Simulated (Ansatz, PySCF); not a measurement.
This PySCF input computes a SVWN5/def2-TZVPD energy:

```python
from pyscf import gto, scf, dft

mol = gto.M(
    atom='''
    C    -0.00000000   -0.00000000   -0.62581248
    N     0.00000000    0.00000000    0.53641070
    ''',
    basis='def2-tzvpd',
    charge=0,
    spin=1,
    symmetry='C2v',
    verbose=4,
)

mf = dft.UKS(mol, xc='svwn').density_fit(auxbasis='def2-universal-jkfit')
mf.grids.level = 3
mf.conv_tol = 1e-9
mf.max_cycle = 100
mf.max_memory = 1500
mf.kernel()
if not mf.converged:
    mf = mf.newton()
    mf.kernel(mf.make_rdm1())
mf.analyze()
```

**Question.** Write an input for the same energy in Ansatz (a quantum-chemistry and plane-wave program) and say what it gives.

**Answer.** 
Ansatz 0.2 input:
```yaml
crystal:
  periodic: [false, false, false]
  atoms:
    - {symbol: C, position_ang: [-0.00000000, -0.00000000, -0.62581248]}
    - {symbol: N, position_ang: [0.00000000, 0.00000000, 0.53641070]}
basis:
  gaussian:
    orbitals: def2-TZVPD
hamiltonian:
  xc: {name: SVWN5}
magnetization: {spin_polarized: true, initial_magnetization: 1}
output: {forces: true}
```
It gives -91.94951 Eh, and PySCF -91.94952 Eh, a difference of 0.01 mEh.
